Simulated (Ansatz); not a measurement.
C3H6OS can be A, `SC1COC1`, or B, `CCC(=O)S`.

Gas-phase electronic energies from Ansatz, PBE0-D4/def2-TZVP geometries. CBS: MP2 limit from def2 TZ/QZ plus the TZ coupled-cluster correction, frozen cores. DFT in def2-TZVPP. B3LYP here is the variant with VWN-RPA as its local correlation; programs differ in this. Each species was taken in one conformer, which may not be the lowest.

Question: Which is lower in electronic energy at CCSD(T)/CBS, and by how much? (Estimate.)

Answer: Computed: B, by 148.4 kJ/mol.

Question: Give E(B) − E(A) in kJ/mol with B3LYP, CCSD/def2-TZVPP, PBE0-D4, r2SCAN-D4, CCSD(T)/def2-TZVPP, MP2/def2-TZVPP, ωB97M-V. (An estimate is asked.)

Answer: Ansatz gave: B3LYP -165.0, CCSD/def2-TZVPP -145.3, PBE0-D4 -146.8, r2SCAN-D4 -167.0, CCSD(T)/def2-TZVPP -149.5, MP2/def2-TZVPP -152.6, ωB97M-V -147.3. None reverses the order clearly.

Largest T1 diagnostic: 0.014.

From PBE to PBE0 (25 % exact exchange), in def2-TZVPP and without D4, E(B) − E(A) moves by +12.5 kJ/mol.
